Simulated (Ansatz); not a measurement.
A relaxed structure of Ni. Space group Fm-3m (No. 225), fcc (Cu type). Level of theory: PBEsol (plane waves to 420 eV, PAW, scalar-relativistic; Ansatz, an electronic-structure program).

```cif
data_Ni
_chemical_formula_sum 'Ni1'
_space_group_name_H-M_alt 'P 1'
_space_group_IT_number 1
_cell_length_a 2.44856
_cell_length_b 2.44856
_cell_length_c 2.44856
_cell_angle_alpha 60.000
_cell_angle_beta 60.000
_cell_angle_gamma 60.000
loop_
_space_group_symop_operation_xyz
  'x, y, z'
loop_
_atom_site_label
_atom_site_type_symbol
_atom_site_fract_x
_atom_site_fract_y
_atom_site_fract_z
_atom_site_occupancy
Ni1 Ni 0.00000 0.00000 0.00000 1
```

**Question.** Estimate the magnetic moment that PBEsol returns for this input.

**Answer.** Net 0.61 μB/atom, ferromagnetic.

Spin state reached: ferromagnetic (net 0.61 μB/atom), from parallel starting moments; other spin orders were not run from this start.

Measured for Ni: a 3.508 Å (static lattice; corrected from measurement; as listed in Daniel Mejia-Rodriguez, S. B. Trickey, Phys. Rev. B (2018)). Computed minus measured — a: PBEsol -1.3 %. The computed values are for a static lattice.

The run could not lose the symmetry of its start; a randomly shaken copy of 2 atoms returns to this structure.
